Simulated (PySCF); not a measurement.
Consider oxoethenyl, `[CH]=C=O` (C2HO•, doublet). Atom numbers as in the mapped SMILES `[CH:1]=[C:2]=[O:3]`.

Level of theory: ωB97X-D3(BJ)/ma-def2-TZVP single points in PySCF, grid level 2; every species was optimised with PBE0-D3(BJ)/ma-def2-SVP. Zero-point and thermal terms (298.15 K, 1 bar) come from unscaled PBE0-D3(BJ)/ma-def2-SVP harmonic frequencies, with soft modes damped to free rotors in the entropy.

(1) What are the vertical and the adiabatic electron affinity for forming the singlet anion?

(2) What reduction potential follows in acetonitrile (IEF-PCM), given that Fc+/Fc comes at 4.54 V absolute with this functional and basis?

Answers

(1) 2.14 eV vertical and 2.26 eV adiabatic, the latter with zero-point energy.

(2) In the gas phase −ΔG of reduction is 2.244 eV, and solvation is -11.4 kJ/mol for the parent and -263.4 kJ/mol for the product, so the absolute potential is 4.86 V, or 0.31 V against Fc+/Fc. Fc+/Fc in acetonitrile, 4.54 V, is ωB97X-D3(BJ)/ma-def2-TZVP on PBE0-D3(BJ)/def2-SVP structures with GFN2-xTB thermal terms. Benchmark calculations put it near 5.0 V in acetonitrile and DMSO, so it is about 0.5 V low, and the value against it can read up to that much too high. The solvent is electrostatics only, on gas-phase structures; the absolute scale refers to an electron at rest in vacuum.

Differences come from unrounded values, so a last digit can differ from that of the printed terms.
